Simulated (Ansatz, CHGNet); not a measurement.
For wurtzite ZnO, the machine-learned potential CHGNet-r²SCAN (trained on r²SCAN data) gives:

```
Quantity              Value
------------------  -------
lattice constant a  3.239 Å
c axis length       5.225 Å
```

Problem. What does r²SCAN-D4 in Ansatz (PAW) give for the same quantities?

Solution. 
- lattice constant a: 3.226 Å (decreases by 0.4 %)
- lattice parameter c: 5.195 Å (decreases by 0.6 %)

For comparison: lattice constant a 3.248 Å (measured, 4 K, zero-point motion not removed; as tabulated in arXiv:1206.3780); lattice parameter c 5.204 Å (measured, 4 K, zero-point motion not removed; as tabulated in arXiv:1206.3780).

Changes are worked out from the printed values.

Unless a cell is named, each level is at its own relaxed cell (CHGNet-r²SCAN 11.87, r²SCAN-D4 11.71 Å³/atom).

Ansatz's density-functional and Hartree–Fock values are scalar-relativistic unless marked +SOC, with PAW data made under PBE.

Ansatz is a quantum-chemistry and plane-wave program.
